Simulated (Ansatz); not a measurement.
Energy needed to pull apart CH$_{2}$O$_{2}$S (SMILES O=COS), closed shell, into free ground-state atoms, from the structure below (displaced at random from a GFN2-xTB minimum); no zero-point or spin–orbit terms; open-shell atoms are treated unrestricted, in their ground-state multiplicity.

```csv
atom,x (Å),y (Å),z (Å)
O1,0.8201,-1.5736,0.5160
C2,0.9198,-0.3943,0.0818
O3,-0.1574,0.5403,-0.2074
S4,-1.6463,0.0211,0.0929
H5,1.8103,-0.0023,-0.2738
H6,-2.1409,1.2814,-0.2708
```

Ansatz 0.2.0; basis: def2-TZVPP; cores frozen in the correlated methods.

| method | atomization energy (eV) |
| --- | --- |
| PBE-D4 | 23.90 |
| r2SCAN-D4 | 22.76 |
| PBE0-D4 | 22.53 |
| LC-wPBE | 22.33 |
| wB97X-V | ? |
| wB97M-V | 22.67 |
| HF | 13.37 |
| MP2 | ? |
| CCSD | 20.97 |
| CCSD(T) | 21.69 |

**Question.** What does wB97X-V give? (Judge from chemistry; the value comes from the calculation.)

**Answer.** The calculation gives: 22.59 eV, which is about 0.90 eV more than CCSD(T)/def2-TZVPP.

**Question.** What does MP2 give? (An estimate is asked for; the value comes from the calculation.)

**Answer.** Computed: 22.60 eV, which is about 0.91 eV more than CCSD(T)/def2-TZVPP.

In triple zeta the MP2 and coupled-cluster atomization energies are still short of their basis limit by a few kcal/mol a bond, whereas those of the functionals are nearly converged, so these differences are not deviations from converged CCSD(T).

The T1 diagnostic stays at or below 0.021.

For scale, one of the runs: CCSD(T)/def2-TZVPP forces, 163 basis functions (an equivalent command: `ansatz run in.yaml --threads 4`). The run took 110 s on 4 CPU threads (shared host), with 2.4 GiB of host memory at its peak.
